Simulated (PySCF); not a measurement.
Relaxation of singlet Cl4

Computed with PBE0/[Cl def2-SVP], no relativity, density fitting, PySCF. A (50,194) grid was used.

A hand-made trigonal planar start, of D3h symmetry, held to at least that symmetry:

Coordinates in bohr (charge 0 multiplicity 1):
```
Cl    0.0000    0.0000    0.0000
Cl    3.7416    0.0000    0.0000
Cl   -1.8708    3.2403    0.0000
Cl   -1.8708   -3.2404    0.0000
```

Optimiser trace:
| step | E − E(last) (kJ/mol) | largest gradient (Eh/bohr) |
| --- | --- | --- |
| 0 | 173.37 | 0.10159 |
| 1 | 27.09 | 0.03177 |
| 2 | 5.20 | 0.01268 |
| 3 | 0.27 | 0.00270 |
| 4 | 0.00 | 0.00029 |
| 5 | 0.00 | 0.00001 |

It ends at D3h with Cl–Cl 2.261 Å (×3); Cl–Cl–Cl 120.0° (×3). A frequency run shows a minimum. Other isomers or separated fragments may lie lower.

Final geometry:
```xyz
4
charge 0 multiplicity 1, angstrom
Cl    0.0000    0.0000    0.0000
Cl    2.2605    0.0000    0.0000
Cl   -1.1303    1.9577    0.0000
Cl   -1.1302   -1.9577    0.0000
```

At this level a triplet minimum of C2v symmetry lies 29 kJ/mol below this structure.
